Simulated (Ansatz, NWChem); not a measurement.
**Heat of formation of SiH4 (silane) from total energies**

The species is SiH4 (5 atoms), meant as a singlet with charge 0. As SMILES, `[SiH4]`. The coordinates come from a PBE0-D4/def2-TZVP relaxation.

Total energies at HF/3-21G (NWChem 7.3.0); the atoms run unrestricted:

| species | state | energy (Eh) |
| --- | --- | --- |
| SiH4 | singlet | -289.686976 |
| Si | triplet | -287.344431 |
| H | doublet | -0.496199 |

Harmonic wavenumbers at PBE0-D4/def2-TZVP, in cm⁻¹: 907, 907, 907, 968, 968, 2236, 2246, 2246, 2246.

Measured heats of formation of the gaseous atoms at 298.15 K, in kJ/mol: Si 450.0, H 218.0. Spin-orbit lowering of the atoms at 298 K (mean of the ground term's levels less their thermal mean, from spectra), in kJ/mol: Si 0.44. Take 1 Eh = 2625.50 kJ/mol, 1 cm⁻¹ = 0.0119627 kJ/mol, RT = 2.479 kJ/mol.

Problem. What heat of formation follows?

Solution. 
1. Electronic atomisation energy: (-287.344431) + 4 × (-0.496199) − (-289.686976) = 0.357749 Eh = 939.3 kJ/mol.
2. Zero-point energy: half the sum of the wavenumbers, 6815.5 cm⁻¹ = 81.5 kJ/mol.
3. Thermal vibrational enthalpy, Σ hcν̃/(exp(hcν̃/kT) − 1): 0.6 kJ/mol. Translation, rotation and pV of a non-linear molecule: 4 RT = 9.9 kJ/mol.
4. The 5 free atoms carry 5/2 RT each: 31.0 kJ/mol.
5. Spin-orbit coupling lowers the free atoms by 0.44 = 0.4 kJ/mol.
6. Atomisation enthalpy at 298 K: 939.3 − 0.4 − 81.5 − 0.6 − 9.9 + 31.0 = 877.9 kJ/mol.
7. Sum of the atoms' heats of formation: 1322.0 kJ/mol. Heat of formation: 1322.0 − 877.9 = +444.1 kJ/mol.

The tabulated value is +34.3 kJ/mol (NIST-JANAF tables), so this level is off by +409.8 kJ/mol, or 31.8 % of the atomisation enthalpy. Hartree–Fock leaves out correlation, which is larger in the molecule than in the atoms, so it underbinds and puts the heat of formation too high. A basis without polarisation functions underbinds badly. Anharmonicity and any spin-orbit splitting of the molecule are left out.
